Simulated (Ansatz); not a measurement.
Basis sets over 5 cases of the adiabatic ionisation energy at PBE0 with Ansatz (elements up to F), each against its own reference: (a) the value in aug-cc-pV5Z; (b) the value in aug-pcseg-3. By their distance from other large sets or by the extrapolation step the references are unsure by up to roughly 0.003 eV. B3LYP-D3(BJ)/def2-TZVP geometries; electronic energies; unrestricted open shells; no added dispersion term; no relativity. Cartesian d functions in some cases of 6-31G*. 

Cases are drawn at random; left out are references unsure by over 0.033 eV, doubtful singlets, and cases whose largest runs show a restricted determinant unstable towards unrestricted orbitals, <S^2> over 0.1 too high or, where CCSD(T) ran, T1 over 0.025 (0.045 for open shells). Sets are drawn from those converged to one state in every case.

Cases (SMILES) and reference values:
- O (H2O) → H2O+ (doublet, bonded as O) + e-: 12.502 eV (a)
- N#N (N2) → N2+ (doublet, bonded as N#N) + e-: 15.743 eV (a)
- [OH] (OH) → OH+ (triplet, bonded as [OH]) + e-: 13.019 eV (a)
- C#C (C2H2) → C2H2+ (doublet, bonded as C#C) + e-: 11.189 eV (b)
- O=[N] (N-O) → NO+ (singlet, bonded as [N]=O) + e-: 9.538 eV (a)

```csv
basis,"functions over def2-SVP (largest species, mean of cases)"
def2-SV(P),0.9
6-31G*,0.9
def2-SVP,1.0
pcseg-1,1.0
6-311G**,1.3
def2-SVPD,1.5
aug-cc-pVDZ,1.7
def2-TZVP,2.0
aug-pcseg-2,3.5
cc-pVQZ,4.3
```

Q: Which is the smallest of these sets that keeps every case within 0.1 eV of its reference, together with its larger relatives (same family, alike in diffuse functions, listed or not)?

A: Among the sets for which every case ran a larger relative (same family, alike in diffuse functions, listed or not), the smallest listed that holds all cases within 0.1 eV together with them is def2-TZVP, at 2.0 times the functions of def2-SVP. Largest deviations of relatives not listed, over the cases that ran them: def2-TZVPP 0.065, def2-QZVPP 0.019, def2-QZVP 0.019, aug-pcseg-3 0.004, cc-pV5Z 0.014 eV. These figures hold for the cases listed.
```tsv
basis	mean absolute	largest	within 0.1 eV
def2-SV(P)	0.140	0.311	2 of 5
6-31G*	0.206	0.364	1 of 5
def2-SVP	0.148	0.335	2 of 5
pcseg-1	0.077	0.132	3 of 5
6-311G**	0.098	0.250	3 of 5
def2-SVPD	0.083	0.206	4 of 5
aug-cc-pVDZ	0.039	0.119	4 of 5
def2-TZVP	0.036	0.086	5 of 5
aug-pcseg-2	0.013	0.021	5 of 5
cc-pVQZ	0.027	0.057	5 of 5
```

Ansatz is a quantum-chemistry and plane-wave program.
